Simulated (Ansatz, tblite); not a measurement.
Cost and result up the ladder for [Al(OMe)H3]- (CH₆AlO⁻) (9 atoms). Total charge -1; singlet. Geometry: r2SCAN-D4/def2-TZVPD.

```xyz
9

Al   -0.544    1.237   -0.242
O     0.845    0.168    0.093
C     0.672   -1.196    0.255
H     0.167   -1.673   -0.608
H     0.068   -1.451    1.149
H     1.647   -1.702    0.374
H     0.041    2.755   -0.400
H    -1.616    1.135    1.004
H    -1.279    0.726   -1.624
```

Ansatz on 4 threads of Arm Neoverse V1 on a shared host; xTB runs through tblite on one thread. Times are rough, summed over both states, and most runs start from the orbitals of an earlier one. PBE0-D4/def2-TZVPD serves as the yardstick here, not as an exact answer. The other state is a doublet.

The xTB rows come from tblite. HOMO above LUMO, or a gap near zero within one spin, warns that the state may not be the lowest or that an electron is smeared out.

Run but left out: PBE-D4/def2-TZVPD (neutral doublet: an occupied level 0.12 eV above an empty one).

Raw xTB energies of ions are shifted by several eV.

```
               level  functions  vertical IE (eV)  difference from PBE0-D4/def2-TZVPD (eV)                                  remarks
r2SCAN-D4/def2-TZVPD        174              3.82                                    -0.23  gap within one spin near zero (doublet)
  PBE0-D4/def2-TZVPD        174              4.05                                     0.00                                        –
            GFN2-xTB         23              8.27                                     4.22                                        –
            GFN1-xTB         29              8.80                                     4.75                                        –
```

Problem. Estimate how long each takes.

Solution. GFN2-xTB 0.007 s; GFN1-xTB 0.008 s; PBE0-D4/def2-TZVPD 5.3 s; r2SCAN-D4/def2-TZVPD 14 s. On shared hardware such times vary by a factor of up to 3.
